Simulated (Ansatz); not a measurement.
Ansatz (a program for electronic structure) input (HF/6-31G*):

Ansatz 0.2 input:
```yaml
crystal:
  periodic: [false, false, false]
  atoms:
    - {symbol: Si, position_ang: [0.21621130, 0.20984802, 0.22267685]}
    - {symbol: F, position_ang: [-0.71514661, -0.74074111, 1.06558974]}
    - {symbol: F, position_ang: [-0.70874632, 1.10781027, -0.68267754]}
    - {symbol: F, position_ang: [1.08756423, -0.69349940, -0.72929841]}
basis:
  gaussian:
    orbitals: 6-31G*
hamiltonian:
  xc: {name: HF}
magnetization: {spin_polarized: true, initial_magnetization: 1}
phonons: {temperatures: {t_min: 298.15, t_max: 298.15, t_step: 100}}
```

Output:

```
WARN ansatz: RAYON_NUM_THREADS=1 ignored (pool sized by the plan → 1); use --threads N
Functional definition: HF
integrals: 0.01 GiB planned
586 factors; integrals over basis functions are off by at most 1.4e-4 eV
mean field: 0.21 GiB planned
mean field evaluation 1: about -15980.6119 eV, gradient 2.7e1 eV
mean field evaluation 2: about -15980.6568 eV, gradient 2.7e1 eV
mean field evaluation 4: about -15983.4051 eV, gradient 1.9e0 eV
mean field evaluation 8: about -15983.4564 eV, gradient 2.4e-1 eV
mean field -15983.45726602 eV, -587.3812205499 hartree, gradient 1.0e-5 eV, S^2 0.751947; 0 other end points of the search recorded, 0 dependent functions left out
the calculation of the forces begins
reference -15983.45726602 eV, -587.3812205499 hartree; 21, 20 occupied and 43, 44 virtual orbitals, 586 factors
these checks for a lower state are left out or cut short: stability, starts, cluster_reference, orbital_swaps, neighbouring_geometries, increment
integrals: 0.01 GiB planned
586 factors; integrals over basis functions are off by at most 1.4e-4 eV
mean field: 0.21 GiB planned
mean field evaluation 16: about -15983.4571 eV, gradient 1.1e-1 eV
mean field -15983.45714550 eV, -587.3812161206 hartree, gradient 2.3e-6 eV, S^2 0.751953; 0 other end points of the search recorded, 0 dependent functions left out
the calculation of the forces begins
reference -15983.45714550 eV, -587.3812161206 hartree; 21, 20 occupied and 43, 44 virtual orbitals, 586 factors
these checks for a lower state are left out or cut short: stability, starts, cluster_reference, orbital_swaps, neighbouring_geometries, increment
integrals: 0.01 GiB planned
586 factors; integrals over basis functions are off by at most 1.4e-4 eV
mean field: 0.21 GiB planned
mean field -15983.45714486 eV, -587.3812160972 hartree, gradient 2.2e-6 eV, S^2 0.751941; 0 other end points of the search recorded, 0 dependent functions left out
the calculation of the forces begins
reference -15983.45714486 eV, -587.3812160972 hartree; 21, 20 occupied and 43, 44 virtual orbitals, 586 factors
these checks for a lower state are left out or cut short: stability, starts, cluster_reference, orbital_swaps, neighbouring_geometries, increment
integrals: 0.01 GiB planned
586 factors; integrals over basis functions are off by at most 1.4e-4 eV
mean field: 0.21 GiB planned
mean field evaluation 32: about -15983.4571 eV, gradient 2.1e-4 eV
mean field -15983.45710919 eV, -587.3812147866 hartree, gradient 2.5e-6 eV, S^2 0.751950; 0 other end points of the search recorded, 0 dependent functions left out
the calculation of the forces begins
reference -15983.45710919 eV, -587.3812147866 hartree; 21, 20 occupied and 43, 44 virtual orbitals, 586 factors
these checks for a lower state are left out or cut short: stability, starts, cluster_reference, orbital_swaps, neighbouring_geometries, increment
integrals: 0.01 GiB planned
586 factors; integrals over basis functions are off by at most 1.4e-4 eV
mean field: 0.21 GiB planned
mean field -15983.45710799 eV, -587.3812147424 hartree, gradient 2.5e-6 eV, S^2 0.751944; 0 other end points of the search recorded, 0 dependent functions left out
the calculation of the forces begins
reference -15983.45710799 eV, -587.3812147424 hartree; 21, 20 occupied and 43, 44 virtual orbitals, 586 factors
these checks for a lower state are left out or cut short: stability, starts, cluster_reference, orbital_swaps, neighbouring_geometries, increment
integrals: 0.01 GiB planned
586 factors; integrals over basis functions are off by at most 1.4e-4 eV
mean field: 0.21 GiB planned
mean field -15983.45717306 eV, -587.3812171335 hartree, gradient 1.7e-6 eV, S^2 0.751941; 0 other end points of the search recorded, 0 dependent functions left out
the calculation of the forces begins
reference -15983.45717306 eV, -587.3812171335 hartree; 21, 20 occupied and 43, 44 virtual orbitals, 586 factors
these checks for a lower state are left out or cut short: stability, starts, cluster_reference, orbital_swaps, neighbouring_geometries, increment
integrals: 0.01 GiB planned
586 factors; integrals over basis functions are off by at most 1.4e-4 eV
mean field: 0.21 GiB planned
mean field -15983.45717364 eV, -587.3812171550 hartree, gradient 1.9e-6 eV, S^2 0.751953; 0 other end points of the search recorded, 0 dependent functions left out
the calculation of the forces begins
reference -15983.45717364 eV, -587.3812171550 hartree; 21, 20 occupied and 43, 44 virtual orbitals, 586 factors
these checks for a lower state are left out or cut short: stability, starts, cluster_reference, orbital_swaps, neighbouring_geometries, increment
integrals: 0.01 GiB planned
586 factors; integrals over basis functions are off by at most 1.4e-4 eV
mean field: 0.21 GiB planned
mean field -15983.45723962 eV, -587.3812195798 hartree, gradient 1.1e-6 eV, S^2 0.751949; 0 other end points of the search recorded, 0 dependent functions left out
the calculation of the forces begins
reference -15983.45723962 eV, -587.3812195798 hartree; 21, 20 occupied and 43, 44 virtual orbitals, 586 factors
these checks for a lower state are left out or cut short: stability, starts, cluster_reference, orbital_swaps, neighbouring_geometries, increment
integrals: 0.01 GiB planned
586 factors; integrals over basis functions are off by at most 1.4e-4 eV
mean field: 0.21 GiB planned
mean field evaluation 64: about -15983.4572 eV, gradient 9.1e-5 eV
mean field -15983.45723966 eV, -587.3812195810 hartree, gradient 2.9e-6 eV, S^2 0.751944; 0 other end points of the search recorded, 0 dependent functions left out
the calculation of the forces begins
reference -15983.45723966 eV, -587.3812195810 hartree; 21, 20 occupied and 43, 44 virtual orbitals, 586 factors
these checks for a lower state are left out or cut short: stability, starts, cluster_reference, orbital_swaps, neighbouring_geometries, increment
integrals: 0.01 GiB planned
586 factors; integrals over basis functions are off by at most 1.4e-4 eV
mean field: 0.21 GiB planned
mean field -15983.45721664 eV, -587.3812187351 hartree, gradient 1.4e-6 eV, S^2 0.751943; 0 other end points of the search recorded, 0 dependent functions left out
the calculation of the forces begins
reference -15983.45721664 eV, -587.3812187351 hartree; 21, 20 occupied and 43, 44 virtual orbitals, 586 factors
these checks for a lower state are left out or cut short: stability, starts, cluster_reference, orbital_swaps, neighbouring_geometries, increment
integrals: 0.01 GiB planned
586 factors; integrals over basis functions are off by at most 1.4e-4 eV
mean field: 0.21 GiB planned
mean field -15983.45721674 eV, -587.3812187388 hartree, gradient 1.4e-6 eV, S^2 0.751951; 0 other end points of the search recorded, 0 dependent functions left out
the calculation of the forces begins
reference -15983.45721674 eV, -587.3812187388 hartree; 21, 20 occupied and 43, 44 virtual orbitals, 586 factors
these checks for a lower state are left out or cut short: stability, starts, cluster_reference, orbital_swaps, neighbouring_geometries, increment
integrals: 0.01 GiB planned
586 factors; integrals over basis functions are off by at most 1.4e-4 eV
mean field: 0.21 GiB planned
mean field -15983.45721748 eV, -587.3812187661 hartree, gradient 1.3e-6 eV, S^2 0.751951; 0 other end points of the search recorded, 0 dependent functions left out
the calculation of the forces begins
reference -15983.45721748 eV, -587.3812187661 hartree; 21, 20 occupied and 43, 44 virtual orbitals, 586 factors
these checks for a lower state are left out or cut short: stability, starts, cluster_reference, orbital_swaps, neighbouring_geometries, increment
integrals: 0.01 GiB planned
586 factors; integrals over basis functions are off by at most 1.4e-4 eV
mean field: 0.21 GiB planned
mean field -15983.45721741 eV, -587.3812187635 hartree, gradient 3.0e-6 eV, S^2 0.751943; 0 other end points of the search recorded, 0 dependent functions left out
the calculation of the forces begins
reference -15983.45721741 eV, -587.3812187635 hartree; 21, 20 occupied and 43, 44 virtual orbitals, 586 factors
these checks for a lower state are left out or cut short: stability, starts, cluster_reference, orbital_swaps, neighbouring_geometries, increment
integrals: 0.01 GiB planned
586 factors; integrals over basis functions are off by at most 1.4e-4 eV
mean field: 0.21 GiB planned
mean field evaluation 96: about -15983.4572 eV, gradient 1.3e-6 eV
mean field -15983.45721845 eV, -587.3812188018 hartree, gradient 1.3e-6 eV, S^2 0.751943; 0 other end points of the search recorded, 0 dependent functions left out
the calculation of the forces begins
reference -15983.45721845 eV, -587.3812188018 hartree; 21, 20 occupied and 43, 44 virtual orbitals, 586 factors
these checks for a lower state are left out or cut short: stability, starts, cluster_reference, orbital_swaps, neighbouring_geometries, increment
integrals: 0.01 GiB planned
586 factors; integrals over basis functions are off by at most 1.4e-4 eV
mean field: 0.21 GiB planned
mean field -15983.45721854 eV, -587.3812188050 hartree, gradient 1.4e-6 eV, S^2 0.751951; 0 other end points of the search recorded, 0 dependent functions left out
the calculation of the forces begins
reference -15983.45721854 eV, -587.3812188050 hartree; 21, 20 occupied and 43, 44 virtual orbitals, 586 factors
Total energy: -15983.45726602 eV, -587.3812205499 hartree
Atom 0 at     0.216211     0.209848     0.222677 Å, force    -0.000008    -0.000008    -0.000009 eV/Å
Atom 1 at    -0.715147    -0.740741     1.065590 Å, force     0.000012     0.000012    -0.000015 eV/Å
Atom 2 at    -0.708746     1.107810    -0.682678 Å, force     0.000012    -0.000015     0.000011 eV/Å
Atom 3 at     1.087564    -0.693499    -0.729298 Å, force    -0.000015     0.000011     0.000012 eV/Å
Dipole moment:     0.209042     0.202890     0.215293 e Å
Vibrations: 307.34 307.35 437.00 900.61 1038.95 1038.95 cm⁻¹, zero-point energy 0.249840 eV
```

The blocks after the first are displaced geometries, from whose forces the wavenumbers follow.
